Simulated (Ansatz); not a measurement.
A run on C₂H₂Cl₄ (`ClC(Cl)C(Cl)Cl`) with other settings.

```yaml
crystal:
  periodic: [false, false, false]
  atoms:
    - {symbol: Cl, position_ang: [-0.166669, -2.093536, 0.527846]}
    - {symbol: C, position_ang: [0.572484, -0.511600, 0.132365]}
    - {symbol: Cl, position_ang: [1.632773, -0.699178, -1.260781]}
    - {symbol: C, position_ang: [-0.564265, 0.511344, -0.107534]}
    - {symbol: Cl, position_ang: [0.166015, 2.131086, -0.548166]}
    - {symbol: Cl, position_ang: [-1.598583, 0.651836, 1.273688]}
    - {symbol: H, position_ang: [1.139892, -0.159605, 1.046652]}
    - {symbol: H, position_ang: [-1.133292, 0.199699, -0.997832]}
basis:
  gaussian: {orbitals: "6-31G*"}
magnetization: {spin_polarized: true, initial_magnetization: 2}
hamiltonian: {xc: {name: PBE0}}
output: {forces: true}
```

```sh
$ ansatz run in.yaml --threads 4 --pin off --events-out ev --progress --plain --max-ram 10444MiB
```

It prints (some lines left out):

```
Functional definition: PBE0
1024 factors; integrals over basis functions are off by at most 6.9e-4 eV
mean field evaluation 1: about -52168.4090 eV, gradient 1.6e1 eV
mean field evaluation 2: about -52163.0225 eV, gradient 3.2e1 eV
mean field evaluation 4: about -52169.7462 eV, gradient 4.1e0 eV
mean field evaluation 8: about -52170.0990 eV, gradient 1.1e0 eV
mean field evaluation 16: about -52170.2266 eV, gradient 8.3e-3 eV
mean field -52170.22664050 eV, -1917.2204667888 hartree, gradient 2.4e-7 eV, S^2 2.005479; 7 other end points of the search recorded, 0 dependent functions left out
reference -52170.22666209 eV, -1917.2204675821 hartree; 42, 40 occupied and 68, 70 virtual orbitals, 1024 factors
Total energy: -52170.22666209 eV, -1917.2204675821 hartree
Atom 0 at    -0.166669    -2.093536     0.527846 Å, force     0.112038    -0.912720     0.260941 eV/Å
Atom 1 at     0.572484    -0.511600     0.132365 Å, force    -1.255415     1.468541     1.492199 eV/Å
Atom 2 at     1.632773    -0.699178    -1.260781 Å, force    -0.012120     0.437918    -0.032084 eV/Å
Atom 3 at    -0.564265     0.511344    -0.107534 Å, force    -0.910287    -7.446517    -0.202711 eV/Å
Atom 4 at     0.166015     2.131086    -0.548166 Å, force     2.786840     6.675549    -1.533588 eV/Å
Atom 5 at    -1.598583     0.651836     1.273688 Å, force    -0.378743     0.353903     0.658474 eV/Å
Atom 6 at     1.139892    -0.159605     1.046652 Å, force    -0.229623    -0.637311    -1.067365 eV/Å
Atom 7 at    -1.133292     0.199699    -0.997832 Å, force    -0.112689     0.060637     0.424134 eV/Å
Dipole moment:     0.030213     0.094636    -0.010208 e Å
```

Hardware: 4 threads of an Arm Neoverse V1 on a shared host. Wall time 13 s, peak host memory 0.41 GiB.
